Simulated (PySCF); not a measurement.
Level of theory and proton affinities: dimethyl ether

Structure: `COC` (C2H6O). Coordinates in Å; atoms count from 1 in this order:
```
C     1.1624    0.0469   -0.0207
O    -0.0118    0.2562   -0.7356
C    -1.1584   -0.0104    0.0046
H     1.2655   -1.0051    0.3159
H     1.2266    0.6946    0.8776
H     2.0092    0.2842   -0.6803
H    -1.2016   -1.0661    0.3428
H    -2.0310    0.1845   -0.6348
H    -1.2339    0.6331    0.9051
```

All levels share the PBE0-D3(BJ)/def2-SVP structures and the PBE0-D3(BJ)/def2-SVP thermal terms; only the single-point energies (PySCF) change. Values are proton affinities (298 K, kJ/mol).

Measured (NIST Chemistry WebBook): proton affinity (−ΔH) 792 kJ/mol.

```csv
level,O2,time
LDA/def2-TZVP,752,15 s
PBE0-D3(BJ)/def2-SV(P),767,3 s
PBE0-D3(BJ)/6-31+G*,775,3.6 s
M06/def2-TZVP (grid 3),777,22 s
PBE-D3(BJ)/def2-TZVP,781,17 s
PBE0-D3(BJ)/aug-pcseg-1,781,7.4 s
PBE0-D3(BJ)/pcseg-1,782,3.9 s
M06-L/def2-TZVP (grid 3),782,32 s
PBE0-D3(BJ)/ma-def2-SVP,783,4.5 s
M06-2X/def2-TZVP (grid 3),784,21 s
CAM-B3LYP-D3(BJ)/def2-TZVP,785,9.5 s
BP86-D3(BJ)/def2-TZVP,785,17 s
ωB97M-D3(BJ)/def2-TZVP (grid 3),785,22 s
PBE0-D3(BJ)/aug-cc-pVDZ,786,7.8 s
PBE0-D3(BJ)/def2-SVPD,786,6.4 s
r2SCAN-D3(BJ)/def2-TZVP (grid 3),787,30 s
PBE0-D3(BJ)/ma-def2-TZVP,787,9 s
HSE06/def2-TZVP,787,19 s
BLYP-D3(BJ)/def2-TZVP,787,17 s
PBE0-D3(BJ)/6-31G*,787,3 s
PBE0-D3(BJ)/def2-TZVPD,788,12 s
PBE0-D3(BJ)/def2-TZVP,789,–
"PBE0-D3(BJ)/6-311++G(2d,2p)",790,8.9 s
PBE0-D3(BJ)/jun-cc-pV(T+d)Z,790,16 s
PBE0-D3(BJ)/6-311+G**,791,5.6 s
PBE0-D3(BJ)/pcseg-2,791,12 s
B3LYP-D3(BJ)/def2-TZVP,791,8.4 s
LC-ωPBE/def2-TZVP,792,17 s
PBE0-D3(BJ)/def2-TZVPP,792,13 s
PBE0-D3(BJ)/def2-SVP,794,3.8 s
PBE0-D3(BJ)/cc-pVDZ,794,4 s
PBE0-D3(BJ)/cc-pVTZ,794,13 s
OPBE/def2-TZVP,794,16 s
BHandHLYP/def2-TZVP,795,7.7 s
ωB97X-D3(BJ)/def2-TZVP,797,9.3 s
B97-2/def2-TZVP,797,8.1 s
TPSS-D3(BJ)/def2-TZVP (grid 3),798,28 s
TPSSh-D3(BJ)/def2-TZVP (grid 3),799,21 s
HF/def2-TZVP,812,2.3 s
PBE0-D3(BJ)/6-31G,813,2.4 s
```

Times are wall times for all single points of a level on 1 thread of Arm Neoverse N1, a shared host; the dash marks the run that also made the structures. BLYP, BP86, HSE06, LC-ωPBE, LDA, M06-L, OPBE, PBE, TPSS, r2SCAN ran on a slower path of this set-up, which computes the density-fitting integrals anew in every SCF cycle while the other levels store them. So the times needn't show the usual order of cost, and those levels read slower than they are.

Hartree-Fock leaves out electron correlation, so its proton affinities can be off by tens of kJ/mol.

The spread: 62 kJ/mol, from 752 to 813.

Differences come from unrounded values, so a last digit can differ from that of the printed terms.
